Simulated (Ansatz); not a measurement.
# AlO+ (triplet): from Hartree-Fock to the top rungs, cc-pVTZ

Aim: climb from Hartree-Fock through coupled cluster for AlO+ (triplet) at one geometry and basis, and see what each rung misses.

Program: Ansatz 0.2.0, Gaussian basis. Level of theory: cc-pVTZ, core rule «outside noble gas», up to 6 orbitals frozen. These are calculated values, not measurements.

The runs, in order: UHF; CCSD(T) on ROHF; CCSD(T) on UHF; BCCD(T) on ROHF; CISD; CCSDT(Q) on ROHF; CCSDT(Q) on UHF.

16 further runs of the same task are left out: 4 for a known fault of the program, 5 that didn't finish, 7 set aside as unsound or not needed.

## 1. What is computed

The geometry is a PBE0/def2-TZVP stationary point (not a proven minimum) of the parent state, kept for this charge and spin.

2 atoms, charge 1, spin multiplicity 3.

Atoms are counted from 1 here; the program's logs count them from 0.

Bond lengths: Al1–O2 1.620 Å.

## 2. UHF

Input file in.yaml:

```yaml
crystal:
  periodic: [false, false, false]
  atoms:
    - {symbol: Al, position_ang: [0.000000, 0.000000, 0.000000]}
    - {symbol: O, position_ang: [0.000000, 0.000000, 1.620001]}
basis:
  gaussian: {orbitals: cc-pVTZ}
total_charge: 1
magnetization: {spin_polarized: true, initial_magnetization: 2}
hamiltonian: {xc: hf}
output: {orbitals: {seedname: orbitals}}
```

Launch:

```sh
$ ansatz run in.yaml --threads 1 --pin off --events-out ev --progress --plain --max-ram 2393MiB
```

Further steps of the session: CCSD(T) on ROHF; CCSD(T) on UHF; BCCD(T) on ROHF; CISD; CCSDT(Q) on ROHF; CCSDT(Q) on UHF.

Before running them: what should the planned runs give, taken together? Wanted: UCCSDT(Q) below the RHF energy; RMP2 from UCCSDT(Q); UMP2 from UCCSDT(Q); RCCSD from UCCSDT(Q); RCCSD(T) from UCCSDT(Q); UCCSD(T) from UCCSDT(Q); RCCSDT(Q) from UCCSDT(Q); T1 diagnostic.

**Answer**, as computed:

```
                         quantity                                                   value
   UCCSDT(Q) below the RHF energy                                              -6.4508 eV
              RMP2 from UCCSDT(Q)                                              +592.4 meV
              UMP2 from UCCSDT(Q)                                              +597.3 meV
             RCCSD from UCCSDT(Q)                                              +243.4 meV
          RCCSD(T) from UCCSDT(Q)                                               +30.2 meV
          UCCSD(T) from UCCSDT(Q)                                               +28.2 meV
         RCCSDT(Q) from UCCSDT(Q)                                                +5.8 meV
levels within 1 kcal/mol (43 meV)  RCCSD(T), UCCSD(T), BCCD(T), RCCSDT, UCCSDT, RCCSDT(Q)
                    T1 diagnostic                                                   0.028
```

What this shows: RCCSD(T) lands +30.2 meV from the yardstick (0.5 % of the correlation energy). These misses are within one basis, not against nature; the frozen cores of restricted and unrestricted runs differ, which can shift their rows.
